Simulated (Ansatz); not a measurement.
Two shapes of doublet CHO.

Shape 1:

```xyz
3

C     0.0278    0.5251   -0.3122
H    -0.0466    1.5053    0.2106
O    -0.0151   -0.5725    0.2627
```

Shape 2:

```xyz
3

C     0.0000    0.5249   -0.3523
H     0.0000    1.6127    0.2127
O     0.0000   -0.5952    0.2377
```

Basis set: 6-31G* (spherical functions). Frozen core: 2 orbitals. Charge 0, multiplicity 2.

Computed with Ansatz (development build ahead of 0.2.0); each method stands on the lowest determinant of its kind that the runs found.

**Question.** Which shape is lower in energy, and by how much in each method?

**Answer.**

```json
{"method": "UHF", "E(2) − E(1) (eV)": "0.420"}
{"method": "UHF-MP2", "E(2) − E(1) (eV)": "0.483"}
```

Shape 1 is lower. Caution: the unrestricted determinant is spin contaminated.
